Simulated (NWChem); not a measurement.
System: SiH2, singlet; SMILES [SiH2]

Input file for NWChem:

```
start job
memory heap 200 mb stack 900 mb global 1100 mb
geometry units angstroms noautoz
  Si     0.000000     0.000000     0.180908
  H      1.093423     0.000000    -0.889802
  H     -1.093423     0.000000    -0.889802
end
basis spherical
  * library def2-tzvp
end
dft
  xc mpw1k
  iterations 150
  mulliken
end
task dft energy
```

Excerpt of the output:

```
             Northwest Computational Chemistry Package (NWChem) 7.3.0
             --------------------------------------------------------

 C2V symmetry detected

                             Geometry "geometry" -> ""
                             -------------------------

 Output coordinates in angstroms (scale by  1.889725989 to convert to a.u.)

  No.       Tag          Charge          X              Y              Z
 ---- ---------------- ---------- -------------- -------------- --------------
    1 Si                  14.0000     0.00000000     0.00000000     0.13383875
    2 H                    1.0000     1.09342300     0.00000000    -0.93687125
    3 H                    1.0000    -1.09342300     0.00000000    -0.93687125

 Effective nuclear repulsion energy (a.u.)       9.9240098205

      Symmetry information
      --------------------

 Group name             C2v
 Group number             16
 Group order               4
 No. of unique centers     2

                                 NWChem DFT Module
                                 -----------------

 Summary of "ao basis" -> "ao basis" (spherical)
 ------------------------------------------------------------------------------
       Tag                 Description            Shells   Functions and Types
 ---------------- ------------------------------  ------  ---------------------
 Si                        def2-tzvp                13       37   5s5p2d1f
 H                         def2-tzvp                 4        6   3s1p

      Symmetry analysis of basis
      --------------------------

        a1         21
        a2          4
        b1         14
        b2         10

            General Information
            -------------------
          SCF calculation type: DFT
          Wavefunction type:  closed shell.
          No. of atoms     :     3
          No. of electrons :    16
           Alpha electrons :     8
            Beta electrons :     8
          Charge           :     0
          Spin multiplicity:     1
          Use of symmetry is: on ; symmetry adaption is: on
          Maximum number of iterations: 150
          AO basis - number of functions:    49
                     number of shells:    21
          Convergence on energy requested:  1.00D-06
          Convergence on density requested:  1.00D-05
          Convergence on gradient requested:  5.00D-04

              XC Information
              --------------
                        MPW1K Method XC Functional
                     Hartree-Fock (Exact) Exchange  0.428
                        mPW91  Exchange Functional  0.572
                Perdew 1991 Correlation Functional  1.000 non-local
            Perdew 1991 LDA Correlation Functional  1.000 local

             Grid Information
             ----------------
          Grid used for XC integration:  medium
          Radial quadrature: Mura-Knowles
          Angular quadrature: Lebedev.
          Tag              B.-S. Rad. Rad. Pts. Rad. Cut. Ang. Pts.
          ---              ---------- --------- --------- ---------
          Si                  1.10       88           8.0       590
          H                   0.35       45           8.0       434
          Grid pruning is: on
          Number of quadrature shells:   133
          Spatial weights used:  Erf1

      Superposition of Atomic Density Guess
      -------------------------------------

 Sum of atomic energies:        -289.83502890

      Non-variational initial energy
      ------------------------------

 Total energy =    -289.785250
 1-e energy   =    -421.082013
 2-e energy   =     121.372753
 HOMO         =      -0.234584
 LUMO         =      -0.093900

      Symmetry analysis of molecular orbitals - initial
      -------------------------------------------------

  Numbering of irreducible representations:

     1 a1          2 a2          3 b1          4 b2

  Orbital symmetries:

     1 a1          2 a1          3 b1          4 a1          5 b2
     6 a1          7 b1          8 a1          9 b2         10 b1
    11 a1         12 a1         13 b1         14 b2         15 a1
    16 a1         17 a2         18 b2

     ---------------------------------------------
      Total Density - Mulliken Population Analysis
     ---------------------------------------------

    Atom       Charge   Shell Charges
 -----------   ------   -------------------------------------------------------
    1 Si  14    13.78   2.00  0.59  1.38  1.09  0.78  4.10  1.74  0.40  0.99  0.61  0.04  0.05  0.01
    2 H    1     1.11   0.23  0.57  0.30  0.01
    3 H    1     1.11   0.23  0.57  0.30  0.01

   convergence    iter        energy       DeltaE   RMS-Dens  Diis-err
 ---------------- ----- ----------------- --------- --------- ---------
 d= 0,ls=0.0,diis     1   -290.6112368967 -3.01D+02  7.25D-03  1.30D-01
 d= 0,ls=0.0,diis     2   -290.6222474581 -1.10D-02  2.78D-03  6.20D-03
 d= 0,ls=0.0,diis     3   -290.6231139104 -8.66D-04  5.29D-04  1.23D-03
 d= 0,ls=0.0,diis     4   -290.6232211715 -1.07D-04  7.75D-05  6.85D-06
 d= 0,ls=0.0,diis     5   -290.6232227081 -1.54D-06  2.57D-05  1.49D-07
 d= 0,ls=0.0,diis     6   -290.6232227764 -6.83D-08  1.71D-06  5.19D-10

         Total DFT energy =     -290.623222776398
      One electron energy =     -421.836284600613
           Coulomb energy =      142.880958832363
    Exchange-Corr. energy =      -21.591906828604
 Nuclear repulsion energy =        9.924009820456

 Numeric. integr. density =       15.999993322630

                  Occupations of the irreducible representations
                  ----------------------------------------------

                     irrep           alpha         beta
                     --------     --------     --------
                     a1                5.0          5.0
                     a2                0.0          0.0
                     b1                2.0          2.0
                     b2                1.0          1.0

                       DFT Final Molecular Orbital Analysis
                       ------------------------------------

 Vector    6  Occ=2.000000D+00  E=-5.656198D-01  Symmetry=a1
              MO Center= -2.9D-15, -7.1D-16, -3.9D-01, r^2= 1.6D+00
   Bfn.  Coefficient  Atom+Function         Bfn.  Coefficient  Atom+Function
  ----- ------------  ---------------      ----- ------------  ---------------
     4      0.567933  1 Si s                  3     -0.339580  1 Si s
     5      0.279002  1 Si s                 39      0.147816  2 H  s
    45      0.147816  3 H  s                 38      0.094203  2 H  s
    44      0.094203  3 H  s                 17     -0.092276  1 Si pz
     2      0.076186  1 Si s                  1      0.060361  1 Si s

 Vector    7  Occ=2.000000D+00  E=-3.735318D-01  Symmetry=b1
              MO Center=  3.3D-15,  1.2D-30, -5.9D-01, r^2= 2.0D+00
   Bfn.  Coefficient  Atom+Function         Bfn.  Coefficient  Atom+Function
  ----- ------------  ---------------      ----- ------------  ---------------
    15      0.331932  1 Si px                39      0.221660  2 H  s
    45     -0.221660  3 H  s                 40      0.151041  2 H  s
    46     -0.151041  3 H  s                 38      0.134943  2 H  s
    44     -0.134943  3 H  s                  6     -0.122231  1 Si px
    12      0.114731  1 Si px                18      0.109454  1 Si px

 Vector    8  Occ=2.000000D+00  E=-2.811719D-01  Symmetry=a1
              MO Center= -3.5D-15,  5.1D-16,  3.3D-01, r^2= 2.3D+00
   Bfn.  Coefficient  Atom+Function         Bfn.  Coefficient  Atom+Function
  ----- ------------  ---------------      ----- ------------  ---------------
     5      0.405966  1 Si s                 17      0.383135  1 Si pz
     4      0.353610  1 Si s                 20      0.223106  1 Si pz
     3     -0.204171  1 Si s                 39     -0.143251  2 H  s
    45     -0.143251  3 H  s                  8     -0.133899  1 Si pz
    14      0.128516  1 Si pz                40     -0.122214  2 H  s

 Vector    9  Occ=0.000000D+00  E=-9.065013D-02  Symmetry=b2
              MO Center= -1.3D-15,  1.0D-15,  9.7D-02, r^2= 2.8D+00
   Bfn.  Coefficient  Atom+Function         Bfn.  Coefficient  Atom+Function
  ----- ------------  ---------------      ----- ------------  ---------------
    19      0.536201  1 Si py                16      0.457716  1 Si py
     7     -0.154310  1 Si py                13      0.149362  1 Si py
    10     -0.078126  1 Si py

 Vector   10  Occ=0.000000D+00  E= 5.040807D-02  Symmetry=b1
              MO Center=  3.6D-15, -2.5D-15,  3.7D-01, r^2= 4.2D+00
   Bfn.  Coefficient  Atom+Function         Bfn.  Coefficient  Atom+Function
  ----- ------------  ---------------      ----- ------------  ---------------
    18      1.228136  1 Si px                40     -0.943922  2 H  s
    46      0.943922  3 H  s                 15      0.255677  1 Si px
    24     -0.117327  1 Si d  1              39     -0.108351  2 H  s
    45      0.108351  3 H  s                 12      0.098847  1 Si px
    29     -0.091565  1 Si d  1               6     -0.087086  1 Si px

 Vector   11  Occ=0.000000D+00  E= 8.921252D-02  Symmetry=a1
              MO Center=  2.1D-14, -9.1D-16,  2.1D-02, r^2= 5.4D+00
   Bfn.  Coefficient  Atom+Function         Bfn.  Coefficient  Atom+Function
  ----- ------------  ---------------      ----- ------------  ---------------
     5      1.759902  1 Si s                 40     -1.570377  2 H  s
    46     -1.570377  3 H  s                 20     -1.451545  1 Si pz
     4      0.365987  1 Si s                  3     -0.203755  1 Si s
    17     -0.187167  1 Si pz                25     -0.079815  1 Si d  2
    14     -0.071533  1 Si pz                30     -0.068934  1 Si d  2

     ---------------------------------------------
      Total Density - Mulliken Population Analysis
     ---------------------------------------------

[...]
```

Level: MPW1K/def2-TZVP. Low-valent species are run as closed-shell singlets; no triplet was tried in these runs. The geometry was optimised at B3LYP/6-31G* (spherical d).
